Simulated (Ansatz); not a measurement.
`CS(C)=O` + `[CH3]`• → `[CH2]S(C)=O`• + CH₄ at 700 K and 1 bar (hydrogen abstraction from a C–H bond).

Program: Ansatz. Geometries: PBE0-D4/def2-TZVP. ΔE: electronic, gas phase. CCSD(T)/CBS adds triple-zeta CCSD(T) − MP2 to the extrapolated MP2 energy (def2 sets, frozen cores). This one scheme is used for every species. No spin–orbit coupling; open shells (•) take unrestricted orbitals.

| species | CCSD(T)/CBS energy (Eh) | H − E (kJ/mol) | S (J/(mol·K)) |
| --- | --- | --- | --- |
| `CS(C)=O` | -552.63416 | 274.2 | 404.6 |
| `[CH3]`• | -39.78218 | 106.9 | 232.5 |
| `[CH2]S(C)=O`• | -551.95926 | 236.6 | 409.3 |
| CH₄ | -40.46206 | 145.9 | 224.0 |

H − E and S are ideal-gas, rigid-rotor, harmonic terms from PBE0-D4/def2-TZVP, for one conformer and one mirror image of each species, with the whole ground term of open shells counted as degenerate. 1 Eh = 2625.50 kJ/mol, R = 8.31446 J/(mol·K).

Task: By hand: ΔE, ΔH, ΔS and ΔG.

Result: ΔE = (-551.95926) + (-40.46206) − (-552.63416) − (-39.78218) = -0.00498 Eh = -13.1 kJ/mol. Δ(H − E) = 236.6 + 145.9 − 274.2 − 106.9 = 1.4, so ΔH = -11.7 kJ/mol. ΔS = 409.3 + 224.0 − 404.6 − 232.5 = -3.8 J/(mol·K). ΔG = -11.7 − 700 × (-3.8)/1000 = -9.0 kJ/mol.

Task: By hand: the equilibrium constant, and the temperature at which ΔG would vanish if ΔH and ΔS stayed fixed.

Result: log₁₀ K = −ΔG/(RT ln 10) = 0.7. ΔG = 0 at ΔH/ΔS = 3079 K, far beyond where these terms or the molecules hold.

The number of gas molecules stays the same, so ΔS is small and ΔH decides. A doubt of 5 kJ/mol in ΔE shifts log₁₀ K by 0.4 here. Other conformers and mirror images would add mixing entropy, several J/(mol·K) or more a flexible species. These are equilibria of isolated gas molecules and say nothing of rates. Largest T1 diagnostic: 0.022 (customary marks: 0.02 for closed shells, 0.045 for open ones).
